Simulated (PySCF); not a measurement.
## How far are cheaper levels from CCSD(T)/CBS for SiP?

PySCF; the state is a doublet (π ↑). The composite is CCSD(T) extrapolated to the basis-set limit from two correlation-consistent sets, with core-valence (CV) and scalar-relativistic (SR) terms as its label shows; it has no spin–orbit coupling and nothing beyond (T). Here it is CCSD(T)/CBS(TQ)+CV+SR. It gives Re = 2.070 Å, ωe = 626 cm⁻¹ and De = 3.75 eV to Si + P.

```
       level        basis     relativity  Re (Å)  ωe (cm⁻¹)  De (eV)
        ROHF   def2-TZVPP  no relativity   2.044        692     1.51
    ROHF-MP2   x2c-SVPall  spin-free X2C   2.084        635     2.88
    ROHF-MP2  def2-TZVPPD  no relativity   2.079        630     3.40
ROHF-CCSD(T)   x2c-SVPall  spin-free X2C   2.098        608     2.93
ROHF-CCSD(T)   def2-TZVPP  no relativity   2.088        613     3.40
         PBE   x2c-SVPall  spin-free X2C   2.105        601     3.88
         PBE   def2-TZVPP  no relativity   2.095        603     3.97
      r²SCAN   x2c-SVPall  spin-free X2C   2.087        626     3.58
      r²SCAN  cc-pV(D+d)Z  no relativity   2.086        625     3.61
      M06-2X   def2-TZVPP  no relativity   2.060        655     3.92
```

Task: Give the difference of each row from the composite.

Result: 

```
       level        basis  ΔRe (pm)  Δωe (%)  ΔDe (eV)
        ROHF   def2-TZVPP      -2.6    +10.5     -2.24
    ROHF-MP2   x2c-SVPall      +1.4     +1.4     -0.87
    ROHF-MP2  def2-TZVPPD      +0.9     +0.6     -0.35
ROHF-CCSD(T)   x2c-SVPall      +2.8     -2.9     -0.82
ROHF-CCSD(T)   def2-TZVPP      +1.8     -2.1     -0.35
         PBE   x2c-SVPall      +3.5     -4.0     +0.13
         PBE   def2-TZVPP      +2.5     -3.7     +0.22
      r²SCAN   x2c-SVPall      +1.7     +0.0     -0.17
      r²SCAN  cc-pV(D+d)Z      +1.6     -0.2     -0.14
      M06-2X   def2-TZVPP      -1.0     +4.6     +0.17
```

Task: Which rows come closest in De?

Result: PBE in x2c-SVPall (+0.13 eV); r²SCAN in cc-pV(D+d)Z (-0.14 eV), counted from the composite.

Correlated steps freeze 10 core orbitals. Correlated levels converge slowly with the basis: in double zeta they bind strong bonds too weakly, by up to about 1 eV, and carry superposition errors of some tenths. UHF is strongly spin-contaminated for SiP, so the ROHF reference used there is far from stable. The state is the lowest determinant that a PBE0 search found; another state may lie lower at other levels.
